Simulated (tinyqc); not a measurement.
Inside a calculation. Method: RKS/LDA (PW92) in the sto-3g basis, for BH, spin multiplicity 1. Computed by tinyqc, a small Python program that keeps every step (integrals from PySCF). Settings: charge = 0, multiplicity = 1, basis = sto-3g, energy threshold = 1e-08, iteration cap = 50, orthogonalisation = canonical, start = atomic densities, DIIS depth = 0, method = RKS, functional = lda,pw, grid = [20, 26]. Command: `OMP_NUM_THREADS=1 python tinyqc.py 25865 25866 out.jsonl` (the two numbers bound the seeds that draw the settings). One thread of a shared host (Intel(R) Xeon(R) Processor @ 2.60GHz), about 0.3 s of CPU time with the checks. Later iterations appear only in the table of the cycle.

## One-electron integrals

Geometry (angstrom):
```
atom         x         y         z
B     0.000000  0.000000  0.000000
H     0.000000  0.000000  1.530000
```

Basis sto-3g: exponents (1/bohr^2) and contraction coefficients of normalised primitives:
```
element  l (shell)   exponent  coefficient
B            s (1)  48.791113     0.154329
B            s (1)   8.887362     0.535328
B            s (1)   2.405267     0.444635
B            s (2)   2.236956    -0.099967
B            s (2)   0.519821     0.399513
B            s (2)   0.169062     0.700115
B            p (3)   2.236956     0.155916
B            p (3)   0.519821     0.607684
B            p (3)   0.169062     0.391957
H            s (1)   3.425251     0.154329
H            s (1)   0.623914     0.535328
H            s (1)   0.168855     0.444635
```

Overlap, kinetic and nuclear-attraction integrals over the contracted functions; the nuclear repulsion is the sum of Za Zb / Rab.

nuclear repulsion = 1.72933729 hartree

overlap S, lower triangle:
```
           1B 1s     1B 2s    1B 2px    1B 2py    1B 2pz     2H 1s
1B 1s   1.000000
1B 2s   0.269328  1.000000
1B 2px  0.000000  0.000000  1.000000
1B 2py  0.000000  0.000000  0.000000  1.000000
1B 2pz  0.000000  0.000000  0.000000  0.000000  1.000000
2H 1s   0.031045  0.317210  0.000000  0.000000  0.362857  1.000000
```

kinetic energy T (hartree), lower triangle:
```
            1B 1s     1B 2s    1B 2px    1B 2py    1B 2pz     2H 1s
1B 1s   10.826302
1B 2s   -0.047967  0.359168
1B 2px   0.000000  0.000000  1.123881
1B 2py   0.000000  0.000000  0.000000  1.123881
1B 2pz   0.000000  0.000000  0.000000  0.000000  1.123881
2H 1s   -0.009058  0.025870  0.000000  0.000000  0.096223  0.760032
```

nuclear attraction V (hartree), lower triangle:
```
             1B 1s      1B 2s     1B 2px     1B 2py     1B 2pz      2H 1s
1B 1s   -23.493256
1B 2s    -3.232514  -4.114438
1B 2px    0.000000   0.000000  -4.059957
1B 2py    0.000000   0.000000   0.000000  -4.059957
1B 2pz   -0.011241  -0.109383   0.000000   0.000000  -4.131975
2H 1s    -0.374615  -1.064474   0.000000   0.000000  -1.146961  -2.949802
```

core Hamiltonian H = T + V (hartree), lower triangle:
```
             1B 1s      1B 2s     1B 2px     1B 2py     1B 2pz      2H 1s
1B 1s   -12.666953
1B 2s    -3.280481  -3.755270
1B 2px    0.000000   0.000000  -2.936077
1B 2py    0.000000   0.000000   0.000000  -2.936077
1B 2pz   -0.011241  -0.109383   0.000000   0.000000  -3.008094
2H 1s    -0.383673  -1.038605   0.000000   0.000000  -1.050738  -2.189770
```

## Two-electron integrals

Functions are numbered as in S; the eight-fold symmetry (ij|kl) = (ji|kl) = (kl|ij) leaves the list below.

Two-electron integrals (ij|kl) in chemists' order, unique and non-zero (hartree):
```
(11|11) 2.923513   (21|11) 0.518376   (21|21) 0.109262   (22|11) 0.744229
(22|21) 0.193177   (22|22) 0.544804   (31|31) 0.020264   (32|31) 0.029996
(32|32) 0.120346   (33|11) 0.742491   (33|21) 0.193240   (33|22) 0.544682
(33|33) 0.586773   (41|41) 0.020264   (42|41) 0.029996   (42|42) 0.120346
(43|43) 0.031630   (44|11) 0.742491   (44|21) 0.193240   (44|22) 0.544682
(44|33) 0.523513   (44|44) 0.586773   (51|51) 0.020264   (52|51) 0.029996
(52|52) 0.120346   (53|53) 0.031630   (54|54) 0.031630   (55|11) 0.742491
(55|21) 0.193240   (55|22) 0.544682   (55|33) 0.523513   (55|44) 0.523513
(55|55) 0.586773   (61|11) 0.059438   (61|21) 0.012489   (61|22) 0.022182
(61|33) 0.022086   (61|44) 0.022086   (61|51) 0.000869   (61|52) 0.001621
(61|55) 0.022386   (61|61) 0.001469   (62|11) 0.168310   (62|21) 0.044511
(62|22) 0.141522   (62|33) 0.137273   (62|44) 0.137273   (62|51) 0.004837
(62|52) 0.031660   (62|55) 0.149875   (62|61) 0.005428   (62|62) 0.054965
(63|31) 0.004074   (63|32) 0.019938   (63|53) 0.005630   (63|63) 0.005399
(64|41) 0.004074   (64|42) 0.019938   (64|54) 0.005630   (64|64) 0.005399
(65|11) 0.168535   (65|21) 0.045105   (65|22) 0.151196   (65|33) 0.143394
(65|44) 0.143394   (65|51) 0.008168   (65|52) 0.050084   (65|55) 0.166626
(65|61) 0.005711   (65|62) 0.068314   (65|65) 0.088571   (66|11) 0.344492
(66|21) 0.092672   (66|22) 0.334660   (66|33) 0.316288   (66|44) 0.316288
(66|51) 0.010831   (66|52) 0.097038   (66|55) 0.370910   (66|61) 0.011410
(66|62) 0.175815   (66|65) 0.235625   (66|66) 0.774606
```

## Orthogonalisation

S = U s U^T; canonical form X = U s^(-1/2), so that X^T S X = 1. Each column of U has its largest component positive (the first on a tie).

eigenvalues of S: 0.491678  0.800235  1.000000  1.000000  1.177145  1.530943

X:
```
                1          2         3          4          5         6
1B 1s    0.350393   0.751752  0.000000   0.000000   0.575118  0.253062
1B 2s   -0.769095  -0.521900  0.000000   0.000000   0.408277  0.438954
1B 2px   0.000000   0.000000  0.175618   0.984458   0.000000  0.000000
1B 2py   0.000000   0.000000  0.984458  -0.175618   0.000000  0.000000
1B 2pz  -0.667403   0.562375  0.000000   0.000000  -0.533201  0.355279
2H 1s    0.934956  -0.309607  0.000000   0.000000  -0.260305  0.519854
```

Within a degenerate level the vectors are fixed only up to a rotation; this is one choice.

## Starting guess

The start is atomic minimal-basis densities projected into this basis (PySCF's MINAO start) and scaled to the electron count of each spin; this density is not idempotent, so its energy is not variational and may lie below the converged one.

D at the start, lower triangle:
```
            1B 1s      1B 2s    1B 2px    1B 2py    1B 2pz     2H 1s
1B 1s    2.178791
1B 2s   -0.563629   2.105938
1B 2px   0.000000   0.000000  0.320736
1B 2py   0.000000   0.000000  0.000000  0.320736
1B 2pz   0.013213  -0.041488  0.000000  0.000000  0.293586
2H 1s   -0.036435   0.135135  0.000000  0.000000  0.054128  0.961064
```

## Iteration 1: exchange-correlation on the grid

Becke grid with 20 radial and 26 angular points per atom, points of zero weight dropped. rho = sum D_ij phi_i phi_j; V_xc,ij = sum w v_xc phi_i phi_j; v_xc is d(rho eps)/d rho.

The 12 grid points with the largest w rho, of 1032 (bohr, atomic units):
```
x                  y          z         w       rho     eps_xc       v_xc
0.000000    0.000000   1.509555  0.472041  0.085394  -0.377336  -0.492978
0.000000    0.000000  -1.509555  0.601995  0.062520  -0.343000  -0.447797
1.509555    0.000000   0.000000  0.601944  0.061967  -0.342071  -0.446575
-1.509555   0.000000   0.000000  0.601944  0.061967  -0.342071  -0.446575
0.000000    1.509555   0.000000  0.601944  0.061967  -0.342071  -0.446575
0.000000   -1.509555   0.000000  0.601944  0.061967  -0.342071  -0.446575
0.000000    0.000000  -1.999091  1.291370  0.025041  -0.259661  -0.338333
0.000000   -1.999091   0.000000  1.290824  0.024900  -0.259216  -0.337749
0.000000    1.999091   0.000000  1.290824  0.024900  -0.259216  -0.337749
1.999091    0.000000   0.000000  1.290824  0.024900  -0.259216  -0.337749
-1.999091   0.000000   0.000000  1.290824  0.024900  -0.259216  -0.337749
0.000000    0.000000   0.355969  0.012300  2.473678  -1.077675  -1.419202
```

electrons on the grid, sum of w rho = 5.997609

E_xc = sum of w rho eps_xc = -4.11804396 hartree

V_xc (hartree), lower triangle:
```
            1B 1s      1B 2s     1B 2px     1B 2py     1B 2pz      2H 1s
1B 1s   -1.805050
1B 2s   -0.283349  -0.443663
1B 2px   0.000000   0.000000  -0.435841
1B 2py   0.000000   0.000000   0.000000  -0.435841
1B 2pz   0.000009  -0.010783   0.000000   0.000000  -0.450065
2H 1s   -0.032752  -0.128113   0.000000   0.000000  -0.145799  -0.426602
```

## Iteration 1: building the Kohn-Sham matrix

J_ij = sum D_kl (ij|kl); F = H + J + V_xc; E = tr D H + tr D J / 2 + E_xc + E_nn.

Coulomb J (hartree), lower triangle:
```
           1B 1s     1B 2s    1B 2px    1B 2py    1B 2pz     2H 1s
1B 1s   8.437433
1B 2s   1.698844  3.435023
1B 2px  0.000000  0.000000  3.411760
1B 2py  0.000000  0.000000  0.000000  3.411760
1B 2pz  0.010584  0.097927  0.000000  0.000000  3.468437
2H 1s   0.195709  0.934956  0.000000  0.000000  1.025816  2.471542
```

Kohn-Sham matrix F (hartree), lower triangle:
```
            1B 1s      1B 2s    1B 2px    1B 2py     1B 2pz      2H 1s
1B 1s   -6.034571
1B 2s   -1.864986  -0.763910
1B 2px   0.000000   0.000000  0.039843
1B 2py   0.000000   0.000000  0.000000  0.039843
1B 2pz  -0.000648  -0.022239  0.000000  0.000000   0.010277
2H 1s   -0.220715  -0.231762  0.000000  0.000000  -0.170721  -0.144830
```

total energy of this density = -24.61348881 hartree

This density is the starting one; it is not idempotent, so its energy is not variational and may lie below the converged one.

## Iteration 1: diagonalisation and new density

Diagonalise F' = X^T F X, C = X C', fill 3 alpha and 3 beta electrons from the bottom; D = 2 C_occ C_occ^T. Each column has its largest component positive (the first on a tie).

F' = X^T F X (hartree), lower triangle:
```
           1          2         3         4          5          6
1   0.069617
2  -0.635047  -2.065816
3   0.000000   0.000000  0.039843
4   0.000000   0.000000  0.000000  0.039843
5  -0.559832  -2.407765  0.000000  0.000000  -2.928020
6  -0.353630  -1.324102  0.000000  0.000000  -1.670149  -1.219786
```

orbital energies (hartree): MO1 -6.045579, MO2 -0.271360, MO3 -0.085945, MO4 0.039843, MO5 0.039843, MO6 0.258880

coefficients C:
```
              MO1        MO2        MO3        MO4       MO5        MO6
1B 1s    0.986652  -0.231052  -0.208784   0.000000  0.000000  -0.110684
1B 2s    0.047138   0.683407   0.732361   0.000000  0.000000   0.466516
1B 2px   0.000000   0.000000   0.000000   0.981397  0.191987   0.000000
1B 2py   0.000000   0.000000   0.000000  -0.191987  0.981397   0.000000
1B 2pz   0.003312   0.182604  -0.540832   0.000000  0.000000   0.919981
2H 1s   -0.009081   0.503479  -0.488710   0.000000  0.000000  -0.903102
```

D after iteration 1, lower triangle:
```
            1B 1s      1B 2s    1B 2px    1B 2py    1B 2pz     2H 1s
1B 1s    2.140916
1B 2s   -0.528598   2.011241
1B 2px   0.000000   0.000000  0.000000
1B 2py   0.000000   0.000000  0.000000  0.000000
1B 2pz   0.147989  -0.542271  0.000000  0.000000  0.651709
2H 1s   -0.046510  -0.028518  0.000000  0.000000  0.712435  0.984823
```

Within a degenerate level the vectors are fixed only up to a rotation; this is one choice.

## Iteration 2: exchange-correlation on the grid

As before.

The 12 grid points with the largest w rho, of 1032 (bohr, atomic units):
```
x                  y          z         w       rho     eps_xc       v_xc
0.000000    0.000000  -1.509555  0.601995  0.115437  -0.413916  -0.541154
0.000000    0.000000  -1.999091  1.291370  0.046831  -0.314057  -0.409746
0.000000    0.000000   1.509555  0.472041  0.109930  -0.407744  -0.533022
0.000000    0.000000  -1.111795  0.263349  0.196234  -0.487459  -0.638121
0.000000   -1.067416  -1.067416  0.481596  0.084913  -0.376683  -0.492119
1.067416    0.000000  -1.067416  0.481596  0.084913  -0.376683  -0.492119
-1.067416   0.000000  -1.067416  0.481596  0.084913  -0.376683  -0.492119
0.000000    1.067416  -1.067416  0.481596  0.084913  -0.376683  -0.492119
0.000000    0.000000   1.999091  0.274307  0.136173  -0.435496  -0.569594
1.413571    0.000000  -1.413571  1.033096  0.034223  -0.285473  -0.372202
0.000000   -1.413571  -1.413571  1.033096  0.034223  -0.285473  -0.372202
0.000000    1.413571  -1.413571  1.033096  0.034223  -0.285473  -0.372202
```

electrons on the grid, sum of w rho = 5.994888

E_xc = sum of w rho eps_xc = -4.08390321 hartree

V_xc (hartree), lower triangle:
```
            1B 1s      1B 2s     1B 2px     1B 2py     1B 2pz      2H 1s
1B 1s   -1.793238
1B 2s   -0.279189  -0.430585
1B 2px   0.000000   0.000000  -0.408665
1B 2py   0.000000   0.000000   0.000000  -0.408665
1B 2pz   0.004298   0.013062   0.000000   0.000000  -0.465301
2H 1s   -0.032105  -0.128409   0.000000   0.000000  -0.149496  -0.449218
```

## Iteration 2: building the Kohn-Sham matrix

As before.

Coulomb J (hartree), lower triangle:
```
            1B 1s     1B 2s    1B 2px    1B 2py    1B 2pz     2H 1s
1B 1s    8.255957
1B 2s    1.660585  3.374693
1B 2px   0.000000  0.000000  3.327905
1B 2py   0.000000  0.000000  0.000000  3.327905
1B 2pz  -0.004585  0.043330  0.000000  0.000000  3.455280
2H 1s    0.190677  0.929531  0.000000  0.000000  1.027741  2.539823
```

Kohn-Sham matrix F (hartree), lower triangle:
```
            1B 1s      1B 2s     1B 2px     1B 2py     1B 2pz      2H 1s
1B 1s   -6.204234
1B 2s   -1.899085  -0.811162
1B 2px   0.000000   0.000000  -0.016837
1B 2py   0.000000   0.000000   0.000000  -0.016837
1B 2pz  -0.011528  -0.052991   0.000000   0.000000  -0.018116
2H 1s   -0.225100  -0.237484   0.000000   0.000000  -0.172493  -0.099164
```

total energy of this density = -24.55922149 hartree

## Iteration 2: diagonalisation and new density

As before.

F' = X^T F X (hartree), lower triangle:
```
           1          2          3          4          5          6
1   0.047572
2  -0.671886  -2.142754
3   0.000000   0.000000  -0.016837
4   0.000000   0.000000   0.000000  -0.016837
5  -0.592932  -2.472311   0.000000   0.000000  -2.990907
6  -0.306379  -1.371032   0.000000   0.000000  -1.715188  -1.254542
```

orbital energies (hartree): MO1 -6.214087, MO2 -0.299194, MO3 -0.080001, MO4 -0.016837, MO5 -0.016837, MO6 0.252652

coefficients C:
```
              MO1        MO2        MO3       MO4        MO5        MO6
1B 1s    0.987562  -0.258630  -0.177219  0.000000   0.000000   0.095573
1B 2s    0.044192   0.795832   0.639035  0.000000   0.000000  -0.423781
1B 2px   0.000000   0.000000   0.000000  0.992987  -0.118226   0.000000
1B 2py   0.000000   0.000000   0.000000  0.118226   0.992987   0.000000
1B 2pz   0.005284   0.221047  -0.605291  0.000000   0.000000  -0.870030
2H 1s   -0.009131   0.358860  -0.482900  0.000000   0.000000   0.972599
```

D after iteration 2, lower triangle:
```
            1B 1s      1B 2s    1B 2px    1B 2py    1B 2pz     2H 1s
1B 1s    2.147149
1B 2s   -0.550866   2.087334
1B 2px   0.000000   0.000000  0.000000
1B 2py   0.000000   0.000000  0.000000  0.000000
1B 2pz   0.110637  -0.421304  0.000000  0.000000  0.830533
2H 1s   -0.032501  -0.046803  0.000000  0.000000  0.743143  0.724112
```

Within a degenerate level the vectors are fixed only up to a rotation; this is one choice.

## Convergence

Stop when the energy changes by less than 1e-08 hartree and every element of the error matrix X^T (F D S - S D F) X is below 3e-05.

Course of the cycle:
```
iteration   E (hartree)     change  largest element of the error matrix
1          -24.61348881          -                             2.51e-01
2          -24.55922149   5.43e-02                             1.00e-01
3          -24.56074065  -1.52e-03                             8.15e-02
4          -24.55659894   4.14e-03                             8.57e-02
5          -24.54897774   7.62e-03                             1.22e-01
6          -24.53608600   1.29e-02                             1.49e-01
7          -24.51719798   1.89e-02                             2.05e-01
8          -24.48917127   2.80e-02                             2.35e-01
9          -24.45779678   3.14e-02                             3.05e-01
10         -24.42210945   3.57e-02                             3.12e-01
11         -24.39458704   2.75e-02                             3.76e-01
12         -24.37121307   2.34e-02                             3.54e-01
13         -24.35789464   1.33e-02                             4.09e-01
14         -24.34852889   9.37e-03                             3.69e-01
...                 ...        ...                                  ...
37         -24.33756360   1.22e-04                             4.24e-01
38         -24.33768539  -1.22e-04                             3.75e-01
39         -24.33756360   1.22e-04                             4.24e-01
40         -24.33768539  -1.22e-04                             3.75e-01
41         -24.33756359   1.22e-04                             4.24e-01
42         -24.33768539  -1.22e-04                             3.75e-01
43         -24.33756359   1.22e-04                             4.24e-01
44         -24.33768539  -1.22e-04                             3.75e-01
45         -24.33756359   1.22e-04                             4.24e-01
46         -24.33768539  -1.22e-04                             3.75e-01
47         -24.33756359   1.22e-04                             4.24e-01
48         -24.33768539  -1.22e-04                             3.75e-01
49         -24.33756359   1.22e-04                             4.24e-01
50         -24.33768539  -1.22e-04                             3.75e-01
```

PySCF RKS in the same basis, fine grid = -24.57078166 hartree

Not converged within the cap of 50 iterations: the residual has stopped falling: the iteration swings between two states. Reruns (cap 100 unless said): DIIS 8: converged in 6; damping 0.5: converged in 24; level shift 0.5: converged in 6; atomic densities as start, DIIS 8: converged in 6; the original settings with a cap of 400: not converged.
